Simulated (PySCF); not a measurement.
**Frontier levels across methods**

H₃O₄P.
SMILES with atom numbers: `[O:1]=[P:2]([OH:3])([OH:4])[OH:5]` (hydrogens: H6 on O3; H7 on O4; H8 on O5)

Structure used (PBE0-D3(BJ)/def2-SVP), in Å, numbered top down from 1:
```xyz
8
H3O4P angstrom
O      0.3511   -0.1686    1.7123
P      0.0092   -0.0873    0.2834
O     -0.3804    1.3757   -0.2726
O      1.1713   -0.5382   -0.7376
O     -1.2428   -0.9787   -0.1616
H     -0.3316    2.0250    0.4403
H      1.9526   -0.8176   -0.2445
H     -1.5209   -0.8228   -1.0728
```

Basis pcSseg-2 throughout (PySCF), one geometry. One conformer (not necessarily the lowest) at the PBE0-D3(BJ)/def2-SVP geometry, without solvent, vibrations or thermal averaging.

Question: How do the orbital energies, the gap and the dipole change with the method?

Answer: 
```
  method           kind  HOMO (eV)  LUMO (eV)  gap (eV)  μ (D)  SCF cycles
    BLYP            GGA      -7.25      -1.15      6.10   2.40          15
    OPBE            GGA      -7.27      -0.85      6.42   2.38          15
   B97-D            GGA      -7.35      -0.93      6.42   2.41          15
     PBE            GGA      -7.36      -1.08      6.27   2.39          15
     KT3            GGA      -7.45      -1.28      6.16   2.37          16
    BP86            GGA      -7.47      -1.01      6.46   2.40          15
     KT2            GGA      -7.47      -1.19      6.29   2.37          16
     LDA            LDA      -7.60      -1.22      6.38   2.41          15
   B3LYP  global hybrid      -8.75      -0.63      8.12   2.47          14
    PBE0  global hybrid      -9.01      -0.24      8.78   2.48          14
mPW1PW91  global hybrid      -9.04      -0.22      8.81   2.48          13
      HF   Hartree–Fock     -13.17       2.24     15.41   2.69          10
```

The HOMO spans 5.92 eV, from BLYP down to HF, and the gap runs from 6.10 eV (BLYP) to 15.41 eV (HF). Over the methods BLYP (0 %), OPBE (0 %), B97-D (0 %), PBE (0 %), KT3 (0 %), BP86 (0 %), KT2 (0 %), LDA (0 %), B3LYP (20 %), PBE0 (25 %), mPW1PW91 (25 %), HF (100 %), a straight line through the gap against the share of exact exchange rises by 0.91 eV for each 10 % (correlation coefficient 0.999). The dipole ranges from 2.37 D (KT3) to 2.69 D (HF). This basis has no diffuse functions.
